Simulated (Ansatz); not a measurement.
A made-up structure of SiHS2, doublet:

| atom | x (Å) | y (Å) | z (Å) |
| --- | --- | --- | --- |
| S1 | -2.0848 | 0.6535 | -1.7831 |
| Si2 | 0.1617 | 0.0110 | 0.0955 |
| S3 | -0.0073 | 0.3555 | -1.8573 |
| H4 | 1.4345 | 0.0957 | 0.8466 |

It is relaxed with PBE-D4/def2-SVP and then PBE0-D4/def2-TZVP (Ansatz 0.2.0). Atoms count as bonded within 1.22 times the sum of their covalent radii (H–H: 0.88 Å). The end point is not checked to be a true minimum.

**Question.** Does its bonding change? (Judge from chemistry; the calculation decides.)

**Answer.** By the calculation: Yes. Formed: S1–Si2; broken: none.

Where it ends: The first stage lowers the energy by 1.51 eV in 13 steps. It ends as SiHS₂ ([SiH]1[S][S]1):
```tsv
atom	x (Å)	y (Å)	z (Å)
S1	-1.3928	0.8787	-1.1746
Si2	-0.0532	-0.4832	0.1198
S3	0.1020	0.0263	-2.1260
H4	0.8482	0.6940	0.4824
```

Labels in which every atom is bracketed show which atoms are joined, not bond orders.

For scale, one of the runs: PBE0-D4/def2-TZVP relaxation, 117 basis functions, launched by `ansatz run in.yaml --threads 2 --pin off --events-out ev --progress --plain --max-ram 4352MiB`. Hardware: 2 CPU threads of an Arm Neoverse V1, shared host. Wall time about 19 s.
